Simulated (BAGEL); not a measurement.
**CF3 (trifluoromethyl radical): an attempt with BAGEL**

Aim: the energy of CF3 (trifluoromethyl radical).

Program for the calculation: BAGEL 1.2.2.

4 further runs of the same task are left out: 2 that didn't finish, 2 set aside as unsound or not needed.

**1. The structure to begin with**

The species is CF3 (4 atoms), meant as a doublet with charge 0. SMILES: `F[C](F)F`. Geometry: relaxed at PBE0-D4/def2-TZVP.

Bond lengths: F1–C2 1.313 Å, C2–F3 1.313 Å, C2–F4 1.313 Å. Angles: F1–C2–F3 111.4°, F1–C2–F4 111.4°, F3–C2–F4 111.4°.

**2. The run**

input.json reads:

```json
{ "bagel" : [

{
  "title" : "molecule",
  "basis" : "6-311g**",
  "df_basis" : "tzvpp-jkfit",
  "cartesian" : "true",
  "dkh" : "true",
  "geometry" : [
    { "atom" : "F", "xyz" : [ -2.31963882,  0.04705418,  0.50153331 ] },
    { "atom" : "C", "xyz" : [ -0.07464418, -0.11243870, -0.54178448 ] },
    { "atom" : "F", "xyz" : [  1.24514054, -1.97457483,  0.42953475 ] },
    { "atom" : "F", "xyz" : [  1.14914246,  2.03995935, -0.38909461 ] }
  ]
},
{ "title" : "hf", "charge" : 1 },
{ "title" : "fci", "nstate" : 2, "ncore" : 14, "nspin" : 1, "norb" : 4, "dipoles" : "true" }

]}
```

Launch:

```console
BAGEL_NUM_THREADS=1 BAGEL input.json > input.out
```

Log:

```text
* using 1 threads per process

  ===============================================================
  ===============================================================

  Cartesian basis functions are used
  ERROR: EXCEPTION RAISED:  6-311g** cannot be opened. Please see if the file is in <basis library>.
  You can also specify the full path to the basis file.
```

Wall time 0.12 s (1 thread of Arm Neoverse V1, shared host).

**3. Reading the log**

The program refused the input.

The log says `ERROR: EXCEPTION RAISED:  6-311g** cannot be opened. Please see if the file is in <basis library>.`. The fault: the input names a basis that the program doesn't know.
